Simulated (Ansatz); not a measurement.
A geometry relaxed with B3LYP-D3(BJ)/def2-TZVP run with Ansatz (a quantum-chemistry and plane-wave program), charge 0, multiplicity 1:

```xyz
5

Cl    -0.1929     1.9707     0.4586
Cl     1.8168    -0.3226    -0.8522
Cl    -1.4645    -0.5391    -1.3022
Cl    -0.1594    -1.1090     1.6958
Si     0.0000     0.0000     0.0000
```

Write the SMILES of this molecule.

`Cl[Si](Cl)(Cl)Cl`
